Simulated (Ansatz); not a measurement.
## Ge–AsH2, doublet: vertical spin and charge gaps

Geometry (PBE0/def2-TZVP stationary point for this spin, not checked as a minimum):

```xyz
4

Ge    0.0000    0.0000    1.1907
As    0.0000    0.0000   -1.0996
H     0.0000    1.1742   -2.0399
H     0.0000   -1.1742   -2.0399
```

Basis cc-pVDZ; Ansatz 0.2.0. Correlated methods freeze the noble-gas cores and the filled d shells of p-block atoms. Prefix R: restricted or restricted open-shell reference. Active spaces: valence = (11e, 10o) chosen from the atoms' valence shells. No spin–orbit coupling is included, and no scalar relativity.

Gaps are energies of the second state less the first, at fixed atoms, for a selection of the levels run; each method lands on the state that its own search finds for that charge and spin.

For open shells CISD is restricted-active-space CI with the open shells as a complete middle space.

Question: PBE gives 8.574 eV for removing an electron, to the triplet. Estimate what RCCSDTQ gives in cc-pVDZ.

Answer: RCCSDTQ in cc-pVDZ gives 8.344 eV, so against it PBE is off by 0.230 eV, of which a good part can be the reference's own basis and frozen-core error.

| level | gap (eV) | error (meV) |
| --- | --- | --- |
| RHF | 7.464 | -880 |
| RMP2 | 8.276 | -68 |
| CISD | 8.089 | -255 |
| RCCSD | 8.243 | -101 |
| RCCSD(T) | 8.327 | -17 |
| BCCD(T) | 8.326 | -18 |
| RCCSDT | 8.334 | -10 |
| RCCSDT(Q) | 8.343 | -1 |
| CASSCF (valence space) | 7.635 | -709 |
| NEVPT2 (valence space) | 8.226 | -118 |
| MRCISD (valence space) | 8.257 | -87 |
| MRCISD+Q (valence space) | 8.350 | 6 |
| r2SCAN | 8.627 | 283 |
| PBE0 | 8.530 | 186 |
| B3LYP | 8.578 | 234 |
| wB97M-V | 8.436 | 92 |
| B2PLYP | 8.444 | 100 |
| RPA-PBE | 8.493 | 149 |

Removing an electron, to the singlet: 7.171 eV at RCCSDTQ.

Large singles or doubles amplitudes warn of static correlation in the Ge–AsH2⁺ singlet.

```json
{"level": "RHF", "gap (eV)": "6.996", "error (meV)": "-175"}
{"level": "RMP2", "gap (eV)": "7.212", "error (meV)": "41"}
{"level": "BCCD(T)", "gap (eV)": "7.170", "error (meV)": "-1"}
{"level": "RCCSDT(Q)", "gap (eV)": "7.169", "error (meV)": "-2"}
{"level": "NEVPT2 (valence space)", "gap (eV)": "7.016", "error (meV)": "-155"}
{"level": "MRCISD (valence space)", "gap (eV)": "7.072", "error (meV)": "-99"}
{"level": "PBE", "gap (eV)": "7.400", "error (meV)": "229"}
{"level": "r2SCAN", "gap (eV)": "7.633", "error (meV)": "462"}
{"level": "wB97M-V", "gap (eV)": "7.411", "error (meV)": "240"}
{"level": "RPA-PBE", "gap (eV)": "7.295", "error (meV)": "124"}
```

Quartet less doublet: 2.263 eV at RCCSDTQ.

```
                   level  gap (eV)  error (meV)
                     RHF     1.665         -598
                    RMP2     2.167          -96
                    CISD     2.037         -226
                   RCCSD     2.164          -99
                RCCSD(T)     2.246          -17
                 BCCD(T)     2.246          -17
                  RCCSDT     2.254           -9
               RCCSDT(Q)     2.262           -1
  CASSCF (valence space)     2.232          -31
  NEVPT2 (valence space)     2.331           68
  MRCISD (valence space)     2.277           14
MRCISD+Q (valence space)     2.279           16
                     PBE     2.330           67
                  r2SCAN     2.184          -79
                    PBE0     2.192          -71
                   B3LYP     2.353           90
                 wB97M-V     2.243          -20
                  B2PLYP     2.325           62
                 RPA-PBE     2.332           69
```

In so small a basis the reference is far from its limit while semilocal and hybrid functionals are nearer theirs (RPA and double hybrids share much of the reference's basis error), so the functionals' errors here hold much of the reference's basis and frozen-core error, which can add to them or hide them.

Full CI isn't at hand for all of this; RCCSDTQ serves as the reference, and is uncertain by about the last step of the cluster series.
